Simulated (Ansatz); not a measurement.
# AlH₂NaS (SMILES [Na][S][AlH2]): a rigid scan of the angle H5–Al3–S2

Aim: the energy along the angle H5–Al3–S2, from CCSD(T) and from cheaper methods, relative to the minimum. No other atom is relaxed.

Computed with Ansatz 0.2.0, Gaussian basis. Level: single points in def2-TZVPP.

Levels: PBE-D4, r2SCAN-D4, PBE0-D4, B3LYP-D4, wB97M-V, Hartree-Fock, MP2, CCSD, CCSD(T). The scan takes 103.2, 110.7, 118.2, 125.7, 133.2, 140.7, 148.2, 155.7, 163.2°.

Correlated methods freeze the cores. The outer core shell of Li, Na, Mg and K is correlated. B3LYP uses VWN-RPA correlation.

55 further runs of the same task are left out: 55 set aside as unsound or not needed.

## (1) The system as given

The minimum, relaxed at PBE0-D4: SMILES `[Na][S][AlH2]`, 5 atoms, charge 0, spin multiplicity 1.

Atoms are counted from 1 here; the program's logs count them from 0.

Bond lengths: Na1–S2 2.551 Å, Na1–H4 2.356 Å, S2–Al3 2.104 Å, Al3–H4 1.650 Å, Al3–H5 1.585 Å. Angles: S2–Na1–H4 79.0°, Na1–S2–Al3 77.0°, S2–Al3–H4 112.1°, S2–Al3–H5 133.2°, H4–Al3–H5 114.7°, Na1–H4–Al3 91.9°.

Geometry (Å):

```tsv
atom	x (Å)	y (Å)	z (Å)
Na1	-1.43559	-1.33501	1.06519
S2	0.84950	-0.31714	1.56742
Al3	0.41990	0.41402	-0.35817
H4	-1.03947	-0.11832	-0.91322
H5	1.20567	1.35644	-1.36123
```

Energies of the minimum (eV), from earlier single points: PBE-D4 -21872.11551, r2SCAN-D4 -21881.50879, PBE0-D4 -21874.08812, B3LYP-D4 -21885.44302, wB97M-V -21882.16383, CCSD(T) -21852.09893.

At the minimum the angle H5–Al3–S2 is 133.2°.

## (2) H5–Al3–S2 = 103.2°

The input, pbe-tzvpp/in.yaml:

```yaml
crystal:
  periodic: [false, false, false]
  atoms:
    - {symbol: Na, position_ang: [-1.435595, -1.335010, 1.065190]}
    - {symbol: S, position_ang: [0.849497, -0.317141, 1.567420]}
    - {symbol: Al, position_ang: [0.419898, 0.414020, -0.358165]}
    - {symbol: H, position_ang: [-1.039471, -0.118319, -0.913219]}
    - {symbol: H, position_ang: [1.691480, 1.294946, -0.702802]}
basis:
  gaussian: {orbitals: def2-TZVPP}
hamiltonian: {xc: pbe, dispersion: d4}
output: {forces: true}
```

r2scan-tzvpp/in.yaml, as changes to pbe-tzvpp/in.yaml:

```diff
-hamiltonian: {xc: pbe, dispersion: d4}
+hamiltonian: {xc: r2scan, dispersion: d4}
```

pbe0-tzvpp/in.yaml:

```diff
-hamiltonian: {xc: pbe, dispersion: d4}
-output: {forces: true}
+hamiltonian: {xc: pbe0, dispersion: d4}
+output: {forces: true, orbitals: {seedname: orbitals}}
```

b3lyp-tzvpp/in.yaml:

```diff
-hamiltonian: {xc: pbe, dispersion: d4}
+hamiltonian: {xc: {name: B3LYP}, dispersion: d4}
```

wb97mv-tzvpp/in.yaml:

```diff
-hamiltonian: {xc: pbe, dispersion: d4}
-output: {forces: true}
+hamiltonian: {xc: {name: wB97M-V}}
```

ccsdt-tzvpp/in.yaml:

```diff
-hamiltonian: {xc: pbe, dispersion: d4}
-output: {forces: true}
+correlation: {method: ccsd_t}
```

Each run has its own folder and the same command.

Launch:

```
$ ansatz run in.yaml --threads 2 --pin off --events-out ev --progress --plain --max-ram 4352MiB
```

Further steps of the session: H5–Al3–S2 = 110.7°; H5–Al3–S2 = 118.2°; H5–Al3–S2 = 125.7°; H5–Al3–S2 = 133.2°; H5–Al3–S2 = 140.7°; H5–Al3–S2 = 148.2°; H5–Al3–S2 = 155.7°; H5–Al3–S2 = 163.2°.

**Question.** What will these runs give? Wanted: highest point, CCSD(T); lowest point, CCSD(T); minimum along the scan, CCSD(T); RMS deviation from CCSD(T); largest T1 diagnostic.

As calculated:

```
                       quantity                                                                                                            value
         highest point, CCSD(T)                                                                                         11.7 kcal/mol at 163.2 °
          lowest point, CCSD(T)                                                                                          0.0 kcal/mol at 133.2 °
minimum along the scan, CCSD(T)                                                                                                          133.4 °
                curvature there                                                                                                    1.07 meV/deg²
     RMS deviation from CCSD(T)  PBE-D4 0.6, r2SCAN-D4 0.2, PBE0-D4 0.3, B3LYP-D4 0.2, wB97M-V 0.2, Hartree-Fock 0.8, MP2 0.2, CCSD 0.1 kcal/mol
          largest T1 diagnostic                                                                                                            0.012
```

**Reading.** A polynomial through the near points puts the CCSD(T) minimum 0.2° above the PBE0-D4 value. Curvature against CCSD(T): PBE-D4 -9 %, Hartree-Fock +12 %. The curve of CCSD lies nearest to CCSD(T), that of Hartree-Fock farthest.
